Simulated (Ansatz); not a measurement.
UKS-PBE against FCI for diatomic hydrides: harmonic wavenumber.

Values in cm⁻¹, from Ansatz (an electronic-structure program). Where two bases are given, the first is that of UKS-PBE. Full CI is exact in its basis, with frozen cores. Scans on which UKS-PBE failed, held another spin at the minimum or broke off are missing, so the means are lower bounds.

```json
[
 {"system": "HLi singlet", "basis": "aug-cc-pVTZ", "UKS-PBE": "1380", "FCI": "1390", "UKS-PBE − FCI": "-10"},
 {"system": "HN triplet", "basis": "aug-cc-pVDZ", "UKS-PBE": "3140", "FCI": "3200", "UKS-PBE − FCI": "-60"},
 {"system": "HCl cation doublet", "basis": "cc-pVDZ", "UKS-PBE": "2580", "FCI": "2730", "UKS-PBE − FCI": "-150"},
 {"system": "HSi doublet", "basis": "cc-pVTZ", "UKS-PBE": "1940", "FCI": "2030", "UKS-PBE − FCI": "-90"},
 {"system": "HF singlet", "basis": "cc-pVDZ", "UKS-PBE": "3900", "FCI": "4140", "UKS-PBE − FCI": "-240"},
 {"system": "HBe doublet", "basis": "cc-pVDZ", "UKS-PBE": "1960", "FCI": "2030", "UKS-PBE − FCI": "-70"},
 {"system": "HF cation doublet", "basis": "cc-pVDZ", "UKS-PBE": "2840", "FCI": "3100", "UKS-PBE − FCI": "-260"},
 {"system": "HBe cation singlet", "basis": "aug-cc-pVDZ", "UKS-PBE": "2090", "FCI": "2150", "UKS-PBE − FCI": "-60"},
 {"system": "HGa singlet", "basis": "def2-TZVP", "UKS-PBE": "1530", "FCI": "1630", "UKS-PBE − FCI": "-100"},
 {"system": "HP triplet", "basis": "aug-cc-pVDZ", "UKS-PBE": "2280", "FCI": "2320", "UKS-PBE − FCI": "-40"},
 {"system": "HP triplet", "basis": "cc-pVTZ", "UKS-PBE": "2280", "FCI": "2340", "UKS-PBE − FCI": "-60"}
]
```

The mean error against full CI is -104 cm⁻¹ (median -70) and the mean absolute one 104 cm⁻¹ (median 70); UKS-PBE lies above in 0 and below in 11 of 11 cases. It is closest for HLi singlet (-10), HP triplet (-40), HBe cation singlet (-60) and furthest off for HF cation doublet (-260), HF singlet (-240), HCl cation doublet (-150).
